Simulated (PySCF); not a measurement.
Compound: C4H4FS (doublet state).
Numbering: `[F:1][C:2]1=[CH:3][CH:4][CH2:5][S:6]1` (hydrogens: H7 on C3; H8 on C4; H9, H10 on C5)

Structure used (GFN2-xTB), in Å, numbered top down from 1:
```
atom  x, y, z in Å
F1     2.4230    1.2291   -0.5462
C2     1.2217    0.7113   -0.2801
C3     0.9380   -0.6361   -0.1556
C4    -0.3745   -0.8946    0.1178
C5    -1.2314    0.3182    0.2259
S6    -0.1470    1.7619   -0.0644
H7     1.7022   -1.3843   -0.2685
H8    -0.8016   -1.8691    0.2529
H9    -1.6883    0.4286    1.2137
H10   -2.0332    0.3397   -0.5179
```

Computed, not measured: UKS B3LYP, pcH-1 on C F H S, non-relativistic, mean-field spin-orbit, GIAO (PySCF). Geometry: GFN2-xTB; no solvent, vibrations or thermal averaging. Couplings are sensitive to structure, and on GFN2-xTB geometries they can be far from those on DFT ones. The SCF solution wasn't tested for stability.

**Question.** Give the principal g shifts and their parts.

**Answer.** 
```
                    Δg (ppm)     1     2     3
relativistic mass correction  -193  -193  -193
            gauge correction    -1    36    40
   orbital Zeeman/spin–orbit  -161  3022  4734
                       total  -355  2865  4581
```

So g = 2.00196, 2.00518, 2.00690 and g_iso = 2.00468; the tensor is rhombic: the two nearest values differ by 35 % of g3 − g1. Axes: g2 points within 11° of the C4–C5 bond and g3 points within 3° of the F1–C2 bond.

**Question.** What are the electron Larmor frequencies g μB B/h along the three axes at 340 mT?

**Answer.** 9.5268, 9.5421, 9.5503 GHz for g1, g2 and g3, a range of 23.5 MHz.

**Question.** What effective moment and Curie constant follow for a powder?

**Answer.** With the mean of g² = 4.0188 and S(S+1) = 0.75: μ_eff = √(⟨g²⟩S(S+1)) = 1.736 μB and χT = 0.12505·⟨g²⟩·S(S+1) = 0.377 cm³ K/mol (cgs; spin-Hamiltonian part alone).

**Question.** In a frozen sample, at which fields do the three g values resonate at 9.5, 34, 94 and 263 GHz (hyperfine left aside), and which band first spreads them over more than twice a line width of 0.3 mT?

**Answer.** 
```csv
band,GHz,B(g3) mT,B(g2) mT,B(g1) mT,spread mT
X,9.5,338.21,338.50,339.04,0.83
Q,34.0,1210.44,1211.47,1213.42,2.98
W,94.0,3346.50,3349.36,3354.75,8.25
J,263.0,9363.07,9371.08,9386.16,23.08
```

The spread grows in proportion to the frequency. X band is the first where it exceeds 0.6 mT.

The largest Mulliken spin populations are on C4 (+0.59), C2 (+0.48), C3 (-0.20) and S6 (+0.11). The positive populations add up to 1.29 and the negative ones to -0.29, together 2S = 1. The angles at C4 add up to 360.0°, so it is planar.

The HOMO–LUMO gaps are 4.59 eV among the α and 5.29 eV among the β orbitals.

Time: 29 s of wall time (grids of density and orbitals included); peak memory 0.69 GiB. Hardware: one thread, Arm Neoverse V2 (aarch64) (shared host).
